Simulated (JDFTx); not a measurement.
An input for a modified build of JDFTx (CH3 (SMILES [CH3]), charge 0, multiplicity 2, linear PCM (GLSSA13), chloroform, no salt; bohr, hartree) and the course of its log:

```
lattice \
  18.4248297151 0.0000000000 0.0000000000 \
  0.0000000000 18.8972612463 0.0000000000 \
  0.0000000000 0.0000000000 15.5902405282
coords-type Cartesian
ion C 0.4617735049 0.0483565020 0.0050677062 0
ion H -1.5530244148 0.1450322308 -0.0050677062 0
ion H 1.3855484131 -1.7448568873 -0.0050673990 0
ion H 1.5530244148 1.7448568873 -0.0050674371 0
ion-species pseudo/c_pbe_v1.2.upf
ion-species pseudo/h_pbe_v1.4.upf
core-overlap-check none
elec-cutoff 20 100
elec-ex-corr gga-PBE
symmetries none
elec-n-bands 4
spintype z-spin
elec-initial-magnetization 1 yes
electronic-scf nIterations 100 energyDiffThreshold 1e-08
fluid LinearPCM
pcm-variant GLSSA13
fluid-solvent CHCl3
fluid-minimize nIterations 400 knormThreshold 1e-11
wavefunction read s0.wfns 7
dump-name s4.$VAR
dump End State Ecomponents EigStats BandEigs Forces ElecDensity IonicPositions FluidDebug
```

```
[one cycle in 5 is shown, and the last three; fluid-solver lines are left out]
SCF: Cycle:  0   Etot: -7.420231298898063   dEtot: +3.349e-04   |Residual|: 1.067e-03   |deigs|: 8.909e-05
SCF: Cycle:  5   Etot: -7.420768130944383   dEtot: -2.315e-05   |Residual|: 1.080e-04   |deigs|: 4.572e-05
SCF: Cycle: 10   Etot: -7.420757380853416   dEtot: -3.636e-04   |Residual|: 8.771e-05   |deigs|: 3.235e-02
SCF: Cycle: 15   Etot: -6.880271511676564   dEtot: +6.511e-03   |Residual|: 2.875e-01   |deigs|: 7.926e-03
SCF: Cycle: 20   Etot: -6.296755746587630   dEtot: -4.111e-01   |Residual|: 4.883e-01   |deigs|: 1.841e-02
SCF: Cycle: 25   Etot: -7.235302390462326   dEtot: -3.640e-02   |Residual|: 1.105e-01   |deigs|: 3.334e-02
SCF: Cycle: 30   Etot: -7.384151768803529   dEtot: +8.227e-04   |Residual|: 2.365e-01   |deigs|: 7.993e-04
SCF: Cycle: 35   Etot: -7.409919168168285   dEtot: -1.681e-02   |Residual|: 1.279e-01   |deigs|: 4.967e-02
SCF: Cycle: 40   Etot: -7.419168606090233   dEtot: -3.204e-04   |Residual|: 3.163e-03   |deigs|: 2.020e-04
SCF: Cycle: 45   Etot: -7.420449823204326   dEtot: -1.675e-04   |Residual|: 5.970e-04   |deigs|: 6.818e-04
SCF: Cycle: 50   Etot: -6.636529665332546   dEtot: +8.578e-02   |Residual|: 3.828e-01   |deigs|: 3.787e-02
SCF: Cycle: 55   Etot: -7.027074256465886   dEtot: -4.000e-01   |Residual|: 2.677e-01   |deigs|: 7.992e-02
SCF: Cycle: 60   Etot: -7.382264972816010   dEtot: -1.121e-01   |Residual|: 1.567e-01   |deigs|: 5.324e-02
SCF: Cycle: 65   Etot: -7.400726742376356   dEtot: -1.283e-03   |Residual|: 1.735e-01   |deigs|: 2.303e-03
SCF: Cycle: 70   Etot: -7.419155734797320   dEtot: +1.185e-03   |Residual|: 4.854e-02   |deigs|: 1.037e-02
SCF: Cycle: 75   Etot: -7.420343957865864   dEtot: +8.952e-05   |Residual|: 2.342e-03   |deigs|: 9.525e-04
SCF: Cycle: 80   Etot: -6.893079100020839   dEtot: -2.105e+00   |Residual|: 3.061e-01   |deigs|: 8.248e-02
SCF: Cycle: 85   Etot: -7.015492502590290   dEtot: -5.290e-02   |Residual|: 2.696e-01   |deigs|: 1.839e-02
SCF: Cycle: 90   Etot: -7.188976403440042   dEtot: -2.464e-02   |Residual|: 6.846e-02   |deigs|: 3.132e-02
SCF: Cycle: 95   Etot: -7.376509124378040   dEtot: -8.873e-02   |Residual|: 2.192e-01   |deigs|: 7.623e-02
SCF: Cycle: 97   Etot: -7.380454445271450   dEtot: +2.216e-03   |Residual|: 2.391e-01   |deigs|: 7.582e-04
SCF: Cycle: 98   Etot: -7.378839620039622   dEtot: +1.615e-03   |Residual|: 2.443e-01   |deigs|: 5.365e-04
SCF: Cycle: 99   Etot: -7.375632728643770   dEtot: +3.207e-03   |Residual|: 2.555e-01   |deigs|: 6.482e-03
SCF: None of the convergence criteria satisfied after 100 iterations.
IonicMinimize: Iter:   0  Etot: -7.375632728643770  |grad|_K:  0.000e+00
IonicMinimize: Converged (|grad|_K<1.000000e-04).
```

This run gave no converged result. The electronic loop ended without meeting its threshold, so the last energy, chemical potential and forces aren't results.
